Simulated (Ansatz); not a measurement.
Wavefunction ladder for CF2 (`F[C]F`)

Bond lengths: F1–C2 1.296 Å, C2–F3 1.296 Å. Angles: F1–C2–F3 104.7°.

Charge 0, multiplicity 1. All single points use the PBE0-D4/def2-TZVP geometry. Frozen core, restricted reference, Ansatz. CBS rows extrapolate triple and quadruple zeta.

| basis | HF (Eh) | MP2 corr. | CCSD corr. | (T) | CCSD(T) total |
| --- | --- | --- | --- | --- | --- |
| def2-SVP | -236.46756 | -0.47825 | -0.49245 | -0.01164 | -236.97165 |
| def2-TZVPP | -236.76847 | -0.62905 | -0.63803 | ? | ? |
| def2-QZVPP | -236.77880 | -0.68639 | -0.68962 | -0.02579 | -237.49421 |
| CBS(def2) | -236.78023 | -0.72887 | -0.72783 | -0.02846 | -237.53652 |
| cc-pV(D+d)Z | -236.67322 | ? | -0.49766 | -0.01205 | ? |
| cc-pV(T+d)Z | -236.75507 | -0.63368 | -0.64130 | ? | ? |
| cc-pV(Q+d)Z | -236.77437 | -0.68938 | -0.69245 | ? | ? |
| CBS(cc) | -236.78018 | -0.72904 | -0.72887 | -0.02806 | -237.53711 |

**Question.** Fill in the withheld values. (Best estimate.)

**Answer.** Ansatz gave: def2-TZVPP (T): -0.02220; def2-TZVPP CCSD(T) total: -237.42870; cc-pV(D+d)Z MP2 corr.: -0.48359; cc-pV(D+d)Z CCSD(T) total: -237.18293; cc-pV(T+d)Z (T): -0.02267; cc-pV(T+d)Z CCSD(T) total: -237.41904; cc-pV(Q+d)Z (T): -0.02582; cc-pV(Q+d)Z CCSD(T) total: -237.49264.
